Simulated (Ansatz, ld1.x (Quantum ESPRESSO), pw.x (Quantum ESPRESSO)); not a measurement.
**Equation-of-state test of one TM potential (W (Z = 74))**

tungsten (W), norm-conserving Troullier–Martins (Kleinman–Bylander form), made with ld1.x (Quantum ESPRESSO) 7.5 (PBE, scalar-relativistic). Core [Xe] 4f14, reference 5d4 6s0 6p0 (charge +2). Waves: 6p (bound, empty): rc 2.50 bohr; 5d (bound): rc 1.70 bohr; 6s (bound, empty): rc 2.50 bohr. Local part: the s channel. Core correction: none.

Crystal test: bcc W in pw.x 7.5, no spin, 14³ k-points, Fermi–Dirac smearing 0.01 Ry, cutoffs 50/200 Ry. The lattice is a test structure that the element need not adopt, and mesh and smearing are coarse.

pw.x input:

```
&control
  calculation='scf', prefix='x', pseudo_dir='./', outdir='./tmp', tstress=.true., disk_io='none'
/
&system
  ibrav=0, nat=1, ntyp=1, ecutwfc=50, ecutrho=200, nbnd=10,
  occupations='smearing', smearing='fd', degauss=0.01
/
&electrons
  conv_thr=1e-09, mixing_beta=0.4, electron_maxstep=70
/
ATOMIC_SPECIES
W 1.0 W.UPF
CELL_PARAMETERS angstrom
  -1.59168867 1.59168867 1.59168867
  1.59168867 -1.59168867 1.59168867
  1.59168867 1.59168867 -1.59168867
ATOMIC_POSITIONS crystal
W 0.0000 0.0000 0.0000
K_POINTS automatic
14 14 14 0 0 0
```

```bash
pw.x < W.scf.in > W.scf.out
```

Problem. How does the run end?

Solution. It converges; the pressure is -8.48 GPa against 0.30 GPa from all-electron LAPW. This is a poor potential for the solid. The log shows:

```
     scf convergence threshold =      1.0E-09
     Exchange-correlation= PBE
     number of k points=   104  Fermi-Dirac smearing, width (Ry)=  0.0100
     iteration #  1     ecut=    50.00 Ry     beta= 0.40
     total energy              =     -15.60076275 Ry
     estimated scf accuracy    <       0.86618268 Ry
     iteration #  2     ecut=    50.00 Ry     beta= 0.40
     total energy              =     -15.50621591 Ry
     estimated scf accuracy    <       0.21468842 Ry
     iteration #  3     ecut=    50.00 Ry     beta= 0.40
     total energy              =     -15.53517636 Ry
     estimated scf accuracy    <       0.00250651 Ry
     iteration #  4     ecut=    50.00 Ry     beta= 0.40
     total energy              =     -15.53505290 Ry
     estimated scf accuracy    <       0.00328664 Ry
     [... 3 iterations left out ...]
     iteration #  8     ecut=    50.00 Ry     beta= 0.40
     total energy              =     -15.53550197 Ry
     estimated scf accuracy    <          3.9E-09 Ry
     iteration #  9     ecut=    50.00 Ry     beta= 0.40
     total energy              =     -15.53550198 Ry
     estimated scf accuracy    <       0.00000003 Ry
     iteration # 10     ecut=    50.00 Ry     beta= 0.40
     total energy              =     -15.53550197 Ry
     estimated scf accuracy    <       0.00000002 Ry
     iteration # 11     ecut=    50.00 Ry     beta= 0.40
     the Fermi energy is    15.1898 ev
!    total energy              =     -15.53550197 Ry
     estimated scf accuracy    <          9.0E-10 Ry
     smearing contrib. (-TS)   =      -0.00206129 Ry
     The total energy is F=E-TS. E is the sum of the following terms:
     one-electron contribution =      10.15355325 Ry
     hartree contribution      =       0.14901851 Ry
     xc contribution           =      -4.05763952 Ry
     ewald contribution        =     -21.77837292 Ry
     convergence has been achieved in  11 iterations
          total   stress  (Ry/bohr**3)                   (kbar)     P=      -84.79
     Message from routine punch:
     Nothing written, as per user request (disk_io='none')
```
